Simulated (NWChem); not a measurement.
# CH2ClN (SMILES [H]/N=C/Cl): a first try and a second

Aim: a single-point energy of CH2ClN at CASSCF(6,8)/def2-SVP.

Program for the calculation: NWChem 7.3.0.

3 further runs of the same task are left out: 3 set aside as unsound or not needed.

**1. The molecule**

CH2ClN has 5 atoms, charge 0, and is taken as a singlet. SMILES: `[H]/N=C/Cl`. The coordinates come from a PBE0-D4/def2-TZVP relaxation.

Bond lengths: N1–C2 1.247 Å, C2–Cl3 1.729 Å, N1–H4 1.019 Å, C2–H5 1.091 Å. Angles: N1–C2–Cl3 121.0°, N1–C2–H5 128.0°, Cl3–C2–H5 111.0°, C2–N1–H4 110.5°.

**2. Try one**

m1.nw

```
echo
start m1
title "CH2ClN"
memory total 2200 mb

geometry
zmatrix
  N
  C 1 r2
  Cl 2 r3 1 a3
  H 1 r4 2 a4 3 d4
  H 2 r5 1 a5 4 d5
variables
  r2 1.24737
  r3 1.729185
  a3 120.99915
  r4 1.018888
  a4 110.46376
  d4 -179.99394
  r5 1.090826
  a5 127.98924
  d5 0.00376
end
end

basis "ao basis" spherical bse
* library def2-SVP
end

scf
singlet
rhf
thresh 1e-06
maxiter 60
print low
end

mcscf
active 8
actelec 6
multiplicity 1
maxiter 2
end

task mcscf energy
```

The run is started by

```sh
$ nwchem m1.nw > m1.out
```

What it wrote:

```text
============================== echo of input deck ==============================
echo
start m1
title "CH2ClN"
memory total 2200 mb

geometry
zmatrix
  N
  C 1 r2
  Cl 2 r3 1 a3
  H 1 r4 2 a4 3 d4
  H 2 r5 1 a5 4 d5
variables
  r2 1.24737
  r3 1.729185
  a3 120.99915
  r4 1.018888
  a4 110.46376
  d4 -179.99394
  r5 1.090826
  a5 127.98924
  d5 0.00376
end
end

basis "ao basis" spherical bse
* library def2-SVP
end

scf
singlet
rhf
thresh 1e-06
maxiter 60
print low
end

mcscf
active 8
actelec 6
multiplicity 1
maxiter 2
end

task mcscf energy
================================================================================

             Northwest Computational Chemistry Package (NWChem) 7.3.0
             --------------------------------------------------------

           Job information
           ---------------

    nwchem branch   = 7.3.0
    use scalapack   = T
    input           = m1.nw
    prefix          = m1.
    data base       = ./m1.db
    status          = startup
    nproc           =        1

           Memory information
           ------------------

[... 5 lines left out ...]
    hardfail = no
[... 41 lines left out ...]
            Nuclear Dipole moment (a.u.)
[... 173 lines left out ...]
           >>>| MCSCF energy:         -552.705114711156
[... 81 lines left out ...]
           >>>| MCSCF energy:         -552.765128370054
[... 33 lines left out ...]
  !! warning: moints 2x:                     2  MO vectors were symmetry contaminated
[... 122 lines left out ...]
          Natural orbital occupation numbers
[... 48 lines left out ...]
       Final MCSCF results
[... 7 lines left out ...]
                        Analysis of MCSCF natural orbitals
[... 262 lines left out ...]
  Mulliken analysis of the total density
  --------------------------------------

    Atom       Charge   Shell Charges
 -----------   ------   -------------------------------------------------------
    1 N    7     7.17   1.99  1.01  0.56  2.30  1.28  0.03
    2 C    6     5.90   1.99  0.92  0.21  1.92  0.78  0.08
    3 Cl  17    17.17   2.00  1.99  1.21  0.75  5.94  2.11  3.14  0.04
    4 H    1     0.85   0.71  0.10  0.05
    5 H    1     0.90   0.74  0.13  0.02

    Mulliken analysis of the active space density
    ---------------------------------------------

    Atom       Charge   Shell Charges
 -----------   ------   -------------------------------------------------------
    1 N    7     2.56   0.00  0.09  0.12  1.44  0.91  0.01
    2 C    6     1.12   0.00  0.00  0.03  0.69  0.35  0.05
    3 Cl  17     1.84   0.00  0.00  0.00 -0.01  0.01  0.72  1.10  0.01
    4 H    1     0.19   0.16  0.02  0.01
    5 H    1     0.29   0.22  0.07  0.00
 ------------------------------------------------------------------------
 mcscf energy failed                                                                                0
 ------------------------------------------------------------------------
 ------------------------------------------------------------------------
  current input line :
    45: task mcscf energy
 ------------------------------------------------------------------------
 ------------------------------------------------------------------------
 This type of error is most commonly associated with calculations not reaching convergence criteria
 ------------------------------------------------------------------------

0:mcscf energy failed:Received an Error in Communication
  Errorcode: -1
```

Wall time 3.9 s (1 thread of AMD EPYC 9R45 (Zen 5), shared host); peak memory 0.11 GiB.

**3. What went wrong**

The iterations ended before the threshold was met.

The telling line is `This type of error is most commonly associated with calculations not reaching convergence criteria`. The fault: the iteration cap is too low for convergence. To mend it: cas iter 30 in place of 2.

**4. The mended input**

m1.nw

```
echo
START m1
TITLE "CH2ClN"
memory stack 880 mb heap 220 mb global 1100 mb

GEOMETRY units angstrom
zmatrix
  N
  C 1 r2
  Cl 2 r3 1 a3
  H 1 r4 2 a4 3 d4
  H 2 r5 1 a5 4 d5
variables
  r2 1.24737
  r3 1.729185
  a3 120.99915
  r4 1.018888
  a4 110.46376
  d4 -179.99394
  r5 1.090826
  a5 127.98924
  d5 0.00376
end
END

BASIS spherical bse
* library def2-SVP
END

SCF
thresh 1e-06
maxiter 60
END

MCSCF
active 8
actelec 6
multiplicity 1
maxiter 30
END

TASK mcscf
```

The run is started by

```sh
$ nwchem m1.nw > m1.out
```

What it wrote:

```text
[...]
 Group name             Cs
[...]
  !! warning: moints 2x:                     1  MO vectors were symmetry contaminated
[...]
  !! warning: moints 2x:                     1  MO vectors were symmetry contaminated
[...]
     --- Warning:   47 Hessian diagonals < 0.05 ---
     --- Warning: Precondition failed to converge:Residue: current= 0.3D-01 required= 0.3D-01---
     --- Conjugacy reset ---
[...]
  !! warning: moints 2x:                     1  MO vectors were symmetry contaminated
[...]
  !! warning: moints 2x:                     2  MO vectors were symmetry contaminated
[...]
       Total MCSCF energy =   -552.841969951790
[...]
```

Run time: 39 s. Hardware: 1 thread of AMD EPYC 9R45 (Zen 5), shared host; peak memory 0.1 GiB.

**5. Outcome**

Level: CASSCF(6,8)/def2-SVP.

| quantity | value |
| --- | --- |
| total energy | -552.84197 Eh |
| dipole moment (of the density that the program reports) | 2.89 D |
